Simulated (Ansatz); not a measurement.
Basis-set extrapolation for C4H6O2, SMILES `C=CCOC=O` (PBE0-D4/def2-TZVP geometry, frozen core, Ansatz). Multiplicity 1, RHF reference.

```json
{"": "HF", "def2-TZVPP": "-304.794786", "def2-QZVPP": "-304.808558"}
{"": "MP2 correlation", "def2-TZVPP": "-1.108895", "def2-QZVPP": "-1.187784"}
{"": "CCSD(T) correlation", "def2-TZVPP": "-1.189142", "def2-QZVPP": "not run"}
```

Energies in hartree. Use E(X) = E(∞) + A·exp(−7.88·√X) for Hartree–Fock and E(X) = E(∞) + B·X^(−2.97) for correlation, with X = 3 and 4, and add CCSD(T) minus MP2 of the smaller set to the MP2 limit.

**Question.** What is the CCSD(T) energy at the basis-set limit?

**Answer.** HF limit: -304.808558 + (-0.013772) × 0.13774 = -304.81045. MP2 limit: -1.187784 + (-0.078889) × 0.74074 = -1.24622. Higher-order term: -1.189142 − (-1.108895) = -0.08025. Total: -306.13692 hartree, 4.16 eV below CCSD(T)/def2-TZVPP.
